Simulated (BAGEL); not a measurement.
# A workflow on singlet [BNH3]+

Wanted: a single-point energy (singlet [BNH3]+, HF/def2-SVP), then a single-point energy (doublet BNH3, NEVPT2(3,3)/def2-SVP), then a single-point energy (doublet BNH3, CASPT2(3,3)/def2-SVP) of BH3N. 

The results are computed with BAGEL 1.2.2.

3 further runs of the same task are left out: 3 set aside as unsound or not needed.

### 1 The molecule

[BNH3]+ has 5 atoms, charge +1, and is taken as a singlet. As SMILES of the parent species, `B[NH]`. Geometry: relaxed at PBE0-D4/def2-TZVP. That shape belongs to the parent species and isn't relaxed for this state.

Bond lengths: B1–N2 1.329 Å, B1–H3 1.210 Å, B1–H4 1.204 Å, N2–H5 0.999 Å. Angles: B1–N2–H5 163.9°, N2–B1–H3 118.8°, N2–B1–H4 121.2°, H3–B1–H4 119.9°.

### 2 A single-point energy at HF/def2-SVP (density fitting with svp-jkfit) (run 1)

The input, input.json:

```json
{ "bagel": [

{
  "title": "molecule",
  "basis": "svp",
  "df_basis": "svp-jkfit",
  "angstrom": "true",
  "geometry": [
    { "atom": "B", "xyz": [      -0.310812,      -0.370112,      -0.091606 ] },
    { "atom": "N", "xyz": [       0.531188,       0.655188,      -0.019806 ] },
    { "atom": "H", "xyz": [      -0.414812,      -1.107412,       0.862494 ] },
    { "atom": "H", "xyz": [      -0.964112,      -0.573112,      -1.081906 ] },
    { "atom": "H", "xyz": [       1.208400,       1.321700,       0.289300 ] }
  ]
},

{
  "title": "hf",
  "charge": 1
},

{
  "title": "print",
  "file": "orbitals.molden",
  "orbitals": "true"
}

]}
```

Run with:

```bash
$ BAGEL_NUM_THREADS=1 BAGEL input.json > input.out
```

The program printed:

```text
* using 1 threads per process

  ===============================================================
  ===============================================================

  *** Geometry ***

  { "atom" : "B", "xyz" : [     -0.587350,     -0.699410,     -0.173110 ] },
  { "atom" : "N", "xyz" : [      1.003800,      1.238126,     -0.037428 ] },
  { "atom" : "H", "xyz" : [     -0.783881,     -2.092705,      1.629877 ] },
  { "atom" : "H", "xyz" : [     -1.821908,     -1.083025,     -2.044506 ] },
  { "atom" : "H", "xyz" : [      2.283545,      2.497651,      0.546698 ] },

  Number of auxiliary basis functions:      206

  Since a DF basis is specified, we compute 2- and 3-index integrals:
    o Being stored without compression. Storage requirement is 0.003 GB

  Number of basis functions:       43
  Number of electrons      :       15

    * METHOD: MOLECULE                             0.03

  *** RHF ***

  === Nuclear Repulsion ===
    27.1480583985

      * DIIS with orbital gradients will be used.

  === RHF iteration (svp) ===
      0        -80.26244056          0.02785236           0.00
      1        -80.32578443          0.02313495           0.00
      2        -80.38028874          0.00469576           0.00
      3        -80.38832690          0.00201512           0.00
      4        -80.39027370          0.00058895           0.00
      5        -80.39041721          0.00006243           0.00
      6        -80.39041793          0.00001535           0.00
      7        -80.39041799          0.00000665           0.00
      8        -80.39041800          0.00000369           0.00
      9        -80.39041800          0.00000152           0.00
     10        -80.39041800          0.00000042           0.00
     11        -80.39041800          0.00000018           0.00
     12        -80.39041800          0.00000012           0.00
     13        -80.39041800          0.00000009           0.00
     14        -80.39041800          0.00000006           0.00
     15        -80.39041800          0.00000003           0.00
     16        -80.39041800          0.00000001           0.00
     17        -80.39041800          0.00000000           0.00
    * SCF iteration converged.

    * Permanent dipole moment:
           (   -0.261810,    -0.237283,    -0.152605) a.u.

    * METHOD: HF                                   0.09

    * METHOD: PRINT                                0.00

  ===============================================================
```

Wall time 0.38 s (1 thread of Arm Neoverse V2, shared host); peak memory 0.14 GiB.

### 3 Doublet neutral BNH3: a single-point energy at NEVPT2(3,3)/def2-SVP (density fitting with svp-jkfit) (run 2)

The input, input.json:

```json
{ "bagel" : [

{
  "title" : "molecule",
  "basis" : "svp",
  "df_basis" : "svp-jkfit",
  "angstrom" : true,
  "geometry" : [
    { "atom" : "B", "xyz" : [   -0.310812,   -0.370112,   -0.091606 ] },
    { "atom" : "N", "xyz" : [    0.531188,    0.655188,   -0.019806 ] },
    { "atom" : "H", "xyz" : [   -0.414812,   -1.107412,    0.862494 ] },
    { "atom" : "H", "xyz" : [   -0.964112,   -0.573112,   -1.081906 ] },
    { "atom" : "H", "xyz" : [    1.208400,    1.321700,    0.289300 ] }
  ]
},
{ "title" : "hf", "charge" : 1 },
{ "title" : "casscf", "nstate" : 1, "nact" : 3, "nclosed" : 6, "nspin" : 1, "active" : [4, 8, 10], "maxiter" : 200, "natocc" : true },
{
  "title" : "nevpt2",
  "nstate" : 1,
  "nact" : 3,
  "nclosed" : 6,
  "nspin" : 1,
  "active" : [4, 8, 10],
  "maxiter" : 200,
  "natocc" : true,
  "ncore" : 2
},
{ "title" : "print", "file" : "orbitals.molden", "orbitals" : true }

]}
```

Run with:

```bash
$ BAGEL_NUM_THREADS=1 BAGEL input.json > input.out
```

The program printed:

```text
* using 1 threads per process

  ===============================================================
  ===============================================================

  *** Geometry ***

  { "atom" : "B", "xyz" : [     -0.587350,     -0.699410,     -0.173110 ] },
  { "atom" : "N", "xyz" : [      1.003800,      1.238126,     -0.037428 ] },
  { "atom" : "H", "xyz" : [     -0.783881,     -2.092705,      1.629877 ] },
  { "atom" : "H", "xyz" : [     -1.821908,     -1.083025,     -2.044506 ] },
  { "atom" : "H", "xyz" : [      2.283545,      2.497651,      0.546698 ] },

  Number of auxiliary basis functions:      206

  Since a DF basis is specified, we compute 2- and 3-index integrals:
    o Being stored without compression. Storage requirement is 0.003 GB

[... 18 lines left out ...]
    * SCF iteration converged.
[... 1 line left out ...]
    * Permanent dipole moment:
[... 28 lines left out ...]
    * Second-order optimization converged. *
[... 5 lines left out ...]
      0  0       -80.77510289     6.34e-02      0.00
      1  0       -80.79297612     2.96e-03      0.00
      2  0       -80.79304752     3.57e-04      0.00
[... 4 lines of this table left out ...]
      7  0 *     -80.79304860     3.04e-15      0.00

     * ci vector, state   0, <S^2> = 0.7500
       2a.    -0.9952611615
       .a2    -0.0867436834

    * METHOD: CASSCF                               0.36

    * freezing 2 orbitals

  === DF-NEVPT2 calculation ===

    * 3-index integral transformation done
    * assembly done

      NEVPT2 correlation energy:   -0.2132760377      0.02

          (+0)     -0.1143087956
          (+0)'    -0.0251028493
          (+1)     -0.0114167341
          (+1)'    -0.0009029251
          (+2)     -0.0002153451
          (-1)     -0.0413487218
          (-1)'    -0.0074687538
          (-2)     -0.0125119129

      NEVPT2 total energy:        -81.0063246343

    * METHOD: NEVPT2                               0.03

    * METHOD: PRINT                                0.00

  ===============================================================
```

Run time: 0.79 s. Hardware: 1 thread of Arm Neoverse V2, shared host; peak memory 0.14 GiB.

### 4 Doublet neutral BNH3: the energy at CASPT2(3,3)/def2-SVP (density fitting with svp-jkfit) (run 3)

The input, caspt2.json:

```json
{ "bagel": [

{
  "title": "molecule",
  "basis": "svp",
  "df_basis": "svp-jkfit",
  "angstrom": "true",
  "geometry": [
    { "atom": "B", "xyz": [   -0.310812,   -0.370112,   -0.091606 ] },
    { "atom": "N", "xyz": [    0.531188,    0.655188,   -0.019806 ] },
    { "atom": "H", "xyz": [   -0.414812,   -1.107412,    0.862494 ] },
    { "atom": "H", "xyz": [   -0.964112,   -0.573112,   -1.081906 ] },
    { "atom": "H", "xyz": [    1.208400,    1.321700,    0.289300 ] }
  ]
},
{
  "title": "hf",
  "charge": 1
},
{
  "title": "casscf",
  "nstate": 1,
  "nact": 3,
  "nclosed": 6,
  "nspin": 1,
  "active": [4, 8, 10],
  "maxiter": 200,
  "natocc": "true"
},
{
  "title": "print",
  "file": "orbitals.molden",
  "orbitals": "true"
},
{
  "title": "smith",
  "method": "caspt2",
  "ms": "true",
  "xms": "true",
  "sssr": "true",
  "shift": 0.2,
  "shift_imag": "true",
  "ncore": 2
}

]}
```

Run with:

```bash
$ BAGEL_NUM_THREADS=1 BAGEL caspt2.json > caspt2.out
```

The program printed:

```text
* using 1 threads per process

  ===============================================================
  ===============================================================

  *** Geometry ***

  { "atom" : "B", "xyz" : [     -0.587350,     -0.699410,     -0.173110 ] },
  { "atom" : "N", "xyz" : [      1.003800,      1.238126,     -0.037428 ] },
  { "atom" : "H", "xyz" : [     -0.783881,     -2.092705,      1.629877 ] },
  { "atom" : "H", "xyz" : [     -1.821908,     -1.083025,     -2.044506 ] },
  { "atom" : "H", "xyz" : [      2.283545,      2.497651,      0.546698 ] },

  Number of auxiliary basis functions:      206

  Since a DF basis is specified, we compute 2- and 3-index integrals:
    o Being stored without compression. Storage requirement is 0.003 GB

[... 18 lines left out ...]
    * SCF iteration converged.
[... 1 line left out ...]
    * Permanent dipole moment:
[... 28 lines left out ...]
    * Second-order optimization converged. *
[... 11 lines left out ...]
     * ci vector, state   0, <S^2> = 0.7500
[... 16 lines left out ...]
    * Zeroth order energy : state  0       -1.8432535065
[... 4 lines left out ...]
       #      aibj      arbs      arbi      airj      risj      airs      arst      rist         Etot      error   time
[... 10 lines left out ...]
      ------------------------------------------------------------------------------------------------------------------

    * CASPT2 energy : state  0      -81.0147998232
        w/o shift correction        -81.0134479665
        reference weight              0.9282981856

    * METHOD: SMITH                                0.11

  ===============================================================
```

Wall time 0.83 s (1 thread of Arm Neoverse V2, shared host); peak memory 0.14 GiB.

### 5 Results

| quantity | value |
| --- | --- |
| run 1, HF/def2-SVP: total energy | -80.39042 Eh |
| run 1, HF/def2-SVP: HOMO energy | -21.68 eV |
| run 1, HF/def2-SVP: LUMO energy | -8.69 eV |
| run 1, HF/def2-SVP: HOMO–LUMO gap | 12.99 eV |
| doublet neutral BNH3, run 2: total energy | -81.00632 Eh |
| doublet neutral BNH3, run 3: total energy | -81.01480 Eh |
